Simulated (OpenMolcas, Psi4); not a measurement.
CH6BN (SMILES CBN): the HOMO–LUMO gap, rung by rung

CH6BN: 9 atoms, total charge 0, spin state singlet. SMILES: `CBN`. The shape is that of a PBE0-D4/def2-TZVP optimisation.

```xyz
9

C    -0.6653    0.7577   -0.5903
B     0.4594   -0.2829   -0.2562
N     0.5928   -0.8428    1.0107
H    -1.2919    0.3908   -1.4106
H    -0.2246    1.6922   -0.9543
H    -1.3199    0.9989    0.2523
H     1.2488   -0.6328   -1.0928
H     1.3062   -1.5110    1.2449
H    -0.0168   -0.6164    1.7792
```

Each level gives the HOMO–LUMO gap (eV). The values are calculated.

| level | kind | program | value (eV) | CPU time |
| --- | --- | --- | --- | --- |
| HF/cc-pVDZ | Hartree–Fock | Psi4 | 16.41 | 9 s |
| PBE/cc-pVDZ | GGA | OpenMolcas | 6.84 | 31 s |
| revPBE/cc-pVDZ | GGA | OpenMolcas | 6.88 | 30 s |
| TPSS/cc-pVDZ | meta-GGA | OpenMolcas | 7.11 | 44 s |
| r2SCAN/cc-pVDZ | meta-GGA | OpenMolcas | 7.52 | 42 s |
| B3LYP/cc-pVDZ | global hybrid | Psi4 | 8.77 | 45 s |
| TPSSh/cc-pVDZ | hybrid meta-GGA | Psi4 | 8.06 | 92 s |
| wB97X-V/cc-pVDZ | range-separated hybrid | Psi4 | 14.05 | 5.9 min |

The values span 6.84 to 16.41 eV. Orbital gaps aren't excitation energies; they tend to grow with the share of exact exchange. Times are those of the runs behind each value, whatever else they computed, on shared processors of several kinds: orders of magnitude only.
